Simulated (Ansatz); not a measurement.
in.yaml

```yaml
crystal:
  periodic: [false, false, false]
  atoms:
    - {symbol: Sn, position_ang: [0.000046, 0.000005, -0.014048]}
    - {symbol: H, position_ang: [1.617032, 0.013522, 0.556831]}
    - {symbol: H, position_ang: [-0.823095, 1.394937, 0.549273]}
    - {symbol: H, position_ang: [-0.799363, -1.408992, 0.548448]}
basis:
  gaussian: {orbitals: def2-TZVPP}
total_charge: 1
magnetization: {spin_polarized: false}
correlation: {method: ccsd_t, electrons: outside_noble_gas}
```

```sh
$ ansatz run in.yaml --threads 1 --pin off --events-out ev --progress --plain --max-ram 4096MiB --backend cpu
```

Log:

```
692 factors; integrals over basis functions are off by at most 9.9e-4 eV
mean field evaluation 1: about -5843.2463 eV, gradient 1.5e1 eV
mean field evaluation 2: about -5843.2453 eV, gradient 1.5e1 eV
mean field evaluation 4: about -5843.7820 eV, gradient 1.1e0 eV
mean field evaluation 8: about -5843.7869 eV, gradient 3.3e-4 eV
mean field evaluation 16: about -5843.7869 eV, gradient 1.8e-6 eV
mean field -5843.78687178 eV, -214.7552064770 hartree, gradient 1.8e-6 eV, S^2 0.000000; 0 other end points of the search recorded, 0 dependent functions left out
9 core orbitals not correlated: weight in the atoms' cores, before any rotation towards them, 0.999 or more for the frozen orbitals, at most 0.001 for the correlated occupied ones
reference -5843.78687178 eV, -214.7552064770 hartree; 3, 3 occupied and 80, 80 virtual orbitals, 692 factors
second order -2.58525590 eV of doubles, -0.00000000 eV of singles
cycle   1  -3.03349350 eV  change   -4.5e-1 eV  update   5.7e-2
cycle   2  -3.25195056 eV  change   -2.2e-1 eV  update   2.3e-2
cycle   3  -3.25655143 eV  change   -4.6e-3 eV  update   5.2e-3
cycle   4  -3.25674426 eV  change   -1.9e-4 eV  update   1.7e-3
cycle   5  -3.25662273 eV  change    1.2e-4 eV  update   5.4e-4
cycle   6  -3.25649448 eV  change    1.3e-4 eV  update   1.5e-4
cycle   7  -3.25655315 eV  change   -5.9e-5 eV  update   4.4e-5
cycle   8  -3.25656030 eV  change   -7.1e-6 eV  update   1.1e-5
cycle   9  -3.25655474 eV  change    5.6e-6 eV  update   2.7e-6
perturbative correction -0.06008776 eV, -0.0022081844 hartree
Total energy: -5847.10351428 eV, -214.8770908408 hartree
```

For the same geometry and basis RCCSDT(Q) lies 16.7 meV lower.

Ran on 1 thread of AMD EPYC 7R13, shared host: 1.8 s wall, 0.27 GiB peak host memory.
